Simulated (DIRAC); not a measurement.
# [NH4]+ (ammonium): OLYP/cc-pVDZ-DK (DC-SSSS, uncontracted yes)

What is the energy difference between two shapes of [NH4]+ (ammonium) at OLYP/cc-pVDZ-DK (DC-SSSS, uncontracted yes)? 

The results are computed with DIRAC 26.1 (patched).

9 further runs of the same task are left out: 1 that didn't finish, 8 set aside as unsound or not needed.

### 1 The molecule

The species is [NH4]+ (5 atoms), meant as a singlet with charge +1. As SMILES, `[NH4+]`. The coordinates come from a GFN2-xTB, symmetrised relaxation.

Bond lengths: N1–H2 1.030 Å, N1–H3 1.030 Å, N1–H4 1.030 Å, N1–H5 1.030 Å. Angles: H2–N1–H3 109.5°, H2–N1–H4 109.5°, H2–N1–H5 109.5°, H3–N1–H4 109.5°, H3–N1–H5 109.5°, H4–N1–H5 109.5°.

### 2 The energy at OLYP/cc-pVDZ-DK (DC-SSSS, uncontracted yes)

H4N.mol

```
DIRAC
H4N

C   2  1           A
        7.    1
N         0.00002113      0.00000944     -0.00004217
LARGE BASIS cc-pVDZ-DK
        1.    4
H1        0.45589355     -0.45056905      0.80569472
H2       -0.97815345      0.21725782      0.23666482
H3        0.02404048     -0.63720321     -0.80832512
H4        0.49792584      0.87038328     -0.23344846
LARGE BASIS cc-pVDZ-DK
FINISH
```

scf.inp

```
**DIRAC
.WAVE FUNCTION
.PROPERTIES
**HAMILTONIAN
.DOSSSS
.DFT
OLYP
**INTEGRALS
*READIN
.UNCONTRACT
**WAVE FUNCTION
.SCF
**PROPERTIES
.DIPOLE
*END OF INPUT
```

On the command line:

```bash
$ pam --inp=scf.inp --mol=H4N.mol --noarch --mw=122 --aw=276
```

Log:

```text
[...]
   for large components
[...]
 Ordinary (field-free non-relativistic) Hamiltonian integrals not calculated.
[...]
Full group is:  C(1)
Represented as: C1
[...]
 * Kohn-Sham calculation using the xc functional: OLYP
[...]
   Total charge of atoms =  11
[...]
 * Number of fermion irreps: 1
[...]
It.    1    -23.17901539471      0.00D+00  0.00D+00  0.00D+00               0.05428399s   Atom. scrpot
[...]
It.   11    -56.92306250489     -3.27D-13  7.21D-08  1.60D-09   DIIS   9    2.31800000s   LL SL SS
[...]
* Convergence after   11 iterations.
[...]
                                   TOTAL ENERGY
                                   ------------
   Charge of molecule : 1
   Electronic energy                        :    -73.203095285694218
   Other contributions to the total energy
   Nuclear repulsion energy                 :     16.280032780799392
[...]
   Total energy                             :    -56.923062504894830
[...]
  * Closed shell, f = 1.0000
   -14.38804708489  ( 2)       -1.16929620867  ( 2)       -0.76822954626  ( 2)       -0.76784145848  ( 2)       -0.76777392492  ( 2)
  * Virtual eigenvalues, f = 0.0000
    -0.25085235291  ( 2)       -0.16967592298  ( 2)       -0.16944731734  ( 2)       -0.16941760275  ( 2)        0.06853434622  ( 2)
     0.06855931031  ( 2)        0.06862041132  ( 2)        0.27102903380  ( 2)        0.41995525066  ( 2)        0.42051413888  ( 2)
[...]
* HOMO - LUMO gap:
    E(LUMO) :    -0.25085235 au (symmetry E1 )
  - E(HOMO) :    -0.76777392 au (symmetry E1 )
  ------------------------------------------
    gap     :     0.51692157 au
[...]
* Dipole moment:
          Electronic               Nuclear                  Total
          contribution             contribution             contribution
----------------------------------------------------------------------------
x        -0.00013005 Debye         0.00031260 Debye         0.00018255 Debye
y         0.00029111 Debye        -0.00069971 Debye        -0.00040860 Debye
z        -0.00058099 Debye         0.00139652 Debye         0.00081554 Debye
----------------------------------------------------------------------------
[...]
```

It took 29 s on 1 thread of Intel Xeon Platinum 8488C (Sapphire Rapids), shared host; peak memory 0.069 GiB.

### 3 The distorted shape, same level

H4N.mol

```
INTGRL
H4N

C   2  1 0         A
        7.    1
N         0.01442400      0.05152400      0.05824600
LARGE BASIS cc-pVDZ-DK
        1.    4
H1        0.43455300     -0.43766400      0.78856500
H2       -0.94698900      0.20622300      0.13755200
H3        0.11469500     -0.66466900     -0.78678700
H4        0.42459200      0.84487900     -0.24948200
LARGE BASIS cc-pVDZ-DK
FINISH
```

job.inp

```
**DIRAC
.TITLE
 H4N
.WAVE FUNCTION
.PROPERTIES
**HAMILTONIAN
.DOSSSS
.DFT
OLYP
**INTEGRALS
*READIN
.UNCONTRACT
**WAVE FUNCTION
.SCF
**PROPERTIES
.DIPOLE
*END OF INPUT
```

On the command line:

```bash
$ pam --inp=job.inp --mol=H4N.mol --noarch --mw=122 --aw=276
```

Log:

```text
[...]
   for large components
[...]
 Ordinary (field-free non-relativistic) Hamiltonian integrals not calculated.
[...]
 * Kohn-Sham calculation using the xc functional: OLYP
[...]
   Total charge of atoms =  11
[...]
 * Number of fermion irreps: 1
[...]
It.    1    -23.12220404730      0.00D+00  0.00D+00  0.00D+00               0.06373500s   Atom. scrpot
[...]
It.   12    -56.90431450745      4.12D-12  8.54D-08  2.52D-08   DIIS   9    2.48600000s   LL SL SS
[...]
* Convergence after   12 iterations.
[...]
                                   TOTAL ENERGY
                                   ------------
   Charge of molecule : 1
   Electronic energy                        :    -73.698351681176874
   Other contributions to the total energy
   Nuclear repulsion energy                 :     16.794037173723481
[...]
   Total energy                             :    -56.904314507453392
[...]
  * Closed shell, f = 1.0000
   -14.38329054051  ( 2)       -1.18933166020  ( 2)       -0.81184913278  ( 2)       -0.78998962082  ( 2)       -0.74298570218  ( 2)
  * Virtual eigenvalues, f = 0.0000
    -0.25300590474  ( 2)       -0.19274955283  ( 2)       -0.15234626106  ( 2)       -0.14505104024  ( 2)        0.05355172802  ( 2)
     0.07135411443  ( 2)        0.09417700858  ( 2)        0.28728165761  ( 2)        0.42279420910  ( 2)        0.43108313714  ( 2)
[...]
* HOMO - LUMO gap:
    E(LUMO) :    -0.25300590 au (symmetry E1 )
  - E(HOMO) :    -0.74298570 au (symmetry E1 )
  ------------------------------------------
    gap     :     0.48997980 au
[...]
* Dipole moment:
          Electronic               Nuclear                  Total
          contribution             contribution             contribution
----------------------------------------------------------------------------
x        -0.58304421 Debye         0.61394082 Debye         0.03089662 Debye
y        -1.62609428 Debye         1.48628926 Debye        -0.13980502 Debye
z        -1.63609952 Debye         1.42928963 Debye        -0.20680989 Debye
----------------------------------------------------------------------------
[...]
```

Run time: 36 s. Hardware: 1 thread of Intel Xeon Platinum 8488C (Sapphire Rapids), shared host; peak memory 0.069 GiB.

### 4 What came out

At OLYP/cc-pVDZ-DK (DC-SSSS, uncontracted yes):

```
                              quantity         value
             first shape: total energy  -56.92306 Eh
              first shape: HOMO energy     -20.89 eV
              first shape: LUMO energy      -6.83 eV
            first shape: HOMO–LUMO gap      14.07 eV
         distorted shape: total energy  -56.90431 Eh
          distorted shape: HOMO energy     -20.22 eV
          distorted shape: LUMO energy      -6.88 eV
        distorted shape: HOMO–LUMO gap      13.33 eV
energy change with the atoms displaced      0.510 eV
```

**Reading.** With the atoms displaced the energy rises by 0.51 eV (11.8 kcal/mol). The first shape isn't relaxed at this level, so the change isn't measured from a minimum.
